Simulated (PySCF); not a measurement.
Species: 1-chloro-2,2-difluoroethylene, C₂HClF₂.
Z-matrix (Å and degrees, PBE0-D3(BJ)/def2-TZVP geometry), rows numbered from 1:
```
F 
C   1  1.3051
F   2  1.3118  1  111.09
C   2  1.3206  1  125.76  3  -179.82
Cl  4  1.7061  2  122.25  1    -0.06
H   4  1.0789  2  120.14  1   179.86
```

Computed with PySCF at wB97X-D/pcSseg-2, non-relativistic, on one gas-phase PBE0-D3(BJ)/def2-TZVP geometry that isn't relaxed in the solvent. The solvent is an IEF-PCM continuum (cavity from Bondi-type radii × 1.2). The model holds no explicit solvent molecules, cavitation or dispersion.

Gas phase at wB97X-D/pcSseg-2: HOMO -9.33 eV, LUMO 1.96 eV, dipole 1.05 D.

Q: What does the continuum do to the energy, the frontier levels and the dipole at wB97X-D/pcSseg-2 in chloroform?

A: 
| solvent | ε | E(solvent) − E(gas) (kcal/mol) | polarisation term (kcal/mol) | distortion of the solute (kcal/mol) | HOMO (eV) | LUMO (eV) | dipole (D) |
| --- | --- | --- | --- | --- | --- | --- | --- |
| chloroform | 4.711 | -1.30 | -1.42 | 0.12 | -9.22 | 2.11 | 1.28 |

The polarisation term is half the interaction of the solute with the surface charges that it induces; the rest is the cost of distorting the solute's density. The sum is the electrostatic part of solvation alone.

Q: Which radius a makes the point-dipole formula ΔE = −[(ε − 1)/(2ε + 1)]·μ²/a³ give the value in chloroform, with the gas-phase dipole?

A: μ = 0.412 au and |ΔE| = 0.00207 Eh give a = 1.63 Å; the farthest nucleus lies 2.08 Å from the centroid of the nuclei, so such a sphere wouldn't even hold the nuclei. The formula assumes a rigid point dipole at the centre of a sphere.

On Arm Neoverse V1, one thread, shared host with 32 logical CPUs at a one-minute load of 24, this took 16 s wall and 0.79 GiB of memory at its peak. This is the whole shielding run at wB97X-D/pcSseg-2 in chloroform, SCF included.

The pairwise dispersion term of wB97X-D wasn't added to the energies; at a given geometry it leaves orbitals and properties as they are.
